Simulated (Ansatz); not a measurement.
# N₂HO (doublet): wave-function methods side by side, def2-TZVPP

An exercise on one series of results from a longer session: the logs are not shown, and one member is left open.

Computed with Ansatz 0.2.0, Gaussian basis. Level: def2-TZVPP, core rule «outside noble gas», up to 3 orbitals frozen.

To be run: UHF; ROHF; CCSD(T) on UHF.

2 further runs of the same task are left out: 2 set aside as unsound or not needed.

## The geometry

The geometry is a PBE0/def2-TZVP stationary point (not a proven minimum).

4 atoms, charge 0, spin multiplicity 2.

Atoms are counted from 1 here; the program's logs count them from 0.

Bond lengths: N1–N2 1.239 Å, N2–O3 1.232 Å, N2–H4 1.043 Å. Angles: N1–N2–O3 129.8°, N1–N2–H4 112.7°, O3–N2–H4 117.4°.

The first run:

Contents of in.yaml:

```yaml
crystal:
  periodic: [false, false, false]
  atoms:
    - {symbol: N, position_ang: [0.000000, -0.220312, 1.164837]}
    - {symbol: N, position_ang: [0.000000, 0.324850, 0.052333]}
    - {symbol: O, position_ang: [0.000000, -0.177561, -1.072728]}
    - {symbol: H, position_ang: [0.000000, 1.365798, 0.113576]}
basis:
  gaussian: {orbitals: def2-TZVPP}
magnetization: {spin_polarized: true, initial_magnetization: 1}
hamiltonian: {xc: hf}
output: {orbitals: {seedname: orbitals}}
```

Run with:

```console
ansatz run in.yaml --threads 1 --pin off --events-out ev --progress --plain --max-ram 2816MiB --backend cpu
```

Steps of the session up to this table: UHF; ROHF; CCSD(T) on UHF.

One of the session's tables, all rows but one given; the rest of the session is left out.

It belongs to the step «Misses and costs». 

```
  method  from UCCSD(T) (meV)
    ROHF                    ?
    UMP2              +1727.4
   UCCSD               +865.1
UCCSD(T)                    0
```

Estimate the missing values for ROHF.

The run gave: from UCCSD(T) (meV): +17741.3. In the column «from UCCSD(T) (meV)» it is the highest.

Left out of the table: UHF (another determinant or state than the rows shown).

With the free atoms at the same levels and basis (separate runs), the atomisation energy is 10.982 eV at UCCSD(T), 4.150 eV at ROHF.

Caveats from the session: The determinant is far from a pure spin state, so its energy mixes those of several spin states (harmless only where they are near-degenerate, as at dissociation). Warnings: spin contamination; coupled cluster took another determinant than the lowest.
